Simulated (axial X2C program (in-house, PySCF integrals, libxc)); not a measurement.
## Worked dissociation energy of NaN⁺: CCSD(T), spin-free

All values were computed with an axial X2C code built on PySCF integrals. Spin-free means the one-electron spin-free X2C Hamiltonian. Basis: Na dyall-cv3z [9s8p5d2f], N dyall-av3z [7s7p3d2f] (cores contracted in-house); Gaussian nuclei, density fitting, unrestricted open shells. Masses: Na 22.990 u, N 14.003 u.

Molecular state: M_S = 3/2, Λ = 0 (beyond evenly filled blocks: σα, π+α, π-α).

Correlated methods: 13 electrons correlated (number of frozen shells: Na 1 s; N 1 s), 221 virtual spin orbitals or spinors in MP2, 89 natural virtuals in coupled cluster.

* E(Na+) (2M_S = 0, M_L = 0): -162.161414 hartree
* E(N) (2M_S = 3, M_L = 0): -54.551627 hartree
* E(NaN⁺) at Re: -216.717086 hartree
* ωe: 139.5 cm⁻¹
* ωexe: 5.7 cm⁻¹

Q: Work out De and D0.

A: De = -162.161414 + (-54.551627) − (-216.717086) = 0.00404 hartree = 0.110 eV. The zero-point energy is ωe/2 − ωexe/4 = 68 cm⁻¹ = 0.008 eV, so D0 = 0.102 eV.

One determinant describes the state; a PBE0 search over occupations chose it and may have missed a lower one. De is counted from the lowest determinant-based energies of the atoms at the same level, without counterpoise correction. CCSD and (T) use frozen natural virtuals with an MP2 correction for the truncation; (T) itself is uncorrected, so its De runs slightly low.

The bond is weak, and without diffuse functions and with truncated virtuals even CCSD(T) can be tens of per cent off in De.

Each atomic determinant is the lowest at this level and need not be a pure term. Totals compare only within one Hamiltonian and basis.
